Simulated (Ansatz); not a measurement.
One change: `CO/C=C/N` becomes `CC/C=C/N`.

Ansatz, PBE0-D4/def2-TZVP geometries, multiplicity 1. Each molecule was computed in one conformer, which needn't be the lowest.

```tsv
property	`CO/C=C/N`
HOMO energy (ωB97M-V/def2-TZVPP) / eV	-7.69
LUMO energy (ωB97M-V/def2-TZVPP) / eV	2.58
HOMO–LUMO gap (ωB97M-V/def2-TZVPP) / eV	10.27
HOMO–LUMO gap (PBE/def2-TZVPP) / eV	4.61
LUMO energy (PBE/def2-TZVPP) / eV	0.35
size of the dipole moment (ωB97M-V/def2-TZVPP) / D	1.42
```

**Question.** What does the change do to each property? (Best estimate.)

**Answer.** Ansatz gave: 
```
                                          property  `CC/C=C/N`  shift
             HOMO energy (ωB97M-V/def2-TZVPP) / eV       -7.94  -0.25
             LUMO energy (ωB97M-V/def2-TZVPP) / eV        2.63   0.05
           HOMO–LUMO gap (ωB97M-V/def2-TZVPP) / eV       10.58   0.31
               HOMO–LUMO gap (PBE/def2-TZVPP) / eV        4.72   0.11
                 LUMO energy (PBE/def2-TZVPP) / eV        0.12  -0.23
size of the dipole moment (ωB97M-V/def2-TZVPP) / D        1.39  -0.03
```

With PBE0 the HOMO falls by 0.27 eV and the LUMO falls by 0.11 eV, so the gap widens by about 0.16 eV. PBE moves the HOMO by -0.33 eV and ωB97M-V by -0.25 eV. Dipoles are sizes alone; their direction can turn.
